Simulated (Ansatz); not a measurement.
# B2H (doublet): from Hartree-Fock to the top rungs at distance B1–B2 = 2.884 Å, cc-pVTZ

The task here is to estimate one member of a computed series from the others.

Program: Ansatz 0.2.0, Gaussian basis. Level of theory: cc-pVTZ, core rule «outside noble gas», up to 2 orbitals frozen. These are calculated values, not measurements.

Plan: UHF; CCSD(T) on ROHF; CCSD(T) on UHF; BCCD(T) on ROHF; CCSDT(Q) on ROHF; CCSDT(Q) on UHF; CASSCF and MRCISD+Q, 3 electrons in 3 orbitals; CASSCF and NEVPT2, 3 electrons in 3 orbitals; CASSCF and MRCISD+Q, 7 electrons in 9 orbitals; CASSCF and NEVPT2, 7 electrons in 9 orbitals.

## What is computed

The geometry derives from a PBE0/def2-TZVP stationary point (not a proven minimum). One bond is set to the value named and the two fragments are kept rigid.

3 atoms, charge 0, spin multiplicity 2.

Atoms are counted from 1 here; the program's logs count them from 0.

Bond lengths: B1–H3 1.177 Å.

Set-up of the first run:

Contents of in.yaml:

```yaml
crystal:
  periodic: [false, false, false]
  atoms:
    - {symbol: B, position_ang: [0.000000, 0.000000, 0.568852]}
    - {symbol: B, position_ang: [0.000000, 0.000000, -2.315148]}
    - {symbol: H, position_ang: [0.000000, 0.000000, 1.746296]}
basis:
  gaussian: {orbitals: cc-pVTZ}
magnetization: {spin_polarized: true, initial_magnetization: 1}
hamiltonian: {xc: hf}
output: {orbitals: {seedname: orbitals}}
```

The run is started by

```console
ansatz run in.yaml --threads 1 --pin off --events-out ev --progress --plain --max-ram 2816MiB --backend cpu
```

Steps of the session up to this table: UHF; CCSD(T) on ROHF; CCSD(T) on UHF; BCCD(T) on ROHF; CCSDT(Q) on ROHF; CCSDT(Q) on UHF; CASSCF and MRCISD+Q, 3 electrons in 3 orbitals; CASSCF and NEVPT2, 3 electrons in 3 orbitals; CASSCF and MRCISD+Q, 7 electrons in 9 orbitals; CASSCF and NEVPT2, 7 electrons in 9 orbitals.

One of the session's tables, all rows but one given; the rest of the session is left out.

```
          method  from RCCSDT(Q) (kcal/mol)
            ROHF                          ?
             UHF                    +106.57
            RMP2                     +32.80
            UMP2                     +37.66
           RCCSD                      +5.40
           UCCSD                      +5.58
        RCCSD(T)                      +1.96
        UCCSD(T)                      +2.16
         BCCD(T)                      +1.97
          RCCSDT                      +0.30
          UCCSDT                      +0.35
       RCCSDT(Q)                          0
       UCCSDT(Q)                      -0.02
  CASSCF valence                     +56.75
  NEVPT2 valence                     +17.24
  MRCISD valence                      +4.42
MRCISD+Q valence                      +1.72
```

Estimate the missing values for ROHF.

The run gave: from RCCSDT(Q) (kcal/mol): +112.53. In the column «from RCCSDT(Q) (kcal/mol)» it is the highest.

Caveats from the session: Left out of the table: CASSCF pair, NEVPT2 pair, MRCISD pair, MRCISD+Q pair (the active space lost an orbital or holds another state than full CI finds). Restricted and unrestricted rows rest on different reference determinants; a gap between their highest levels can come from leftover correlation error, from unlike frozen cores or from another state. Warnings in the runs' records: passed over end.
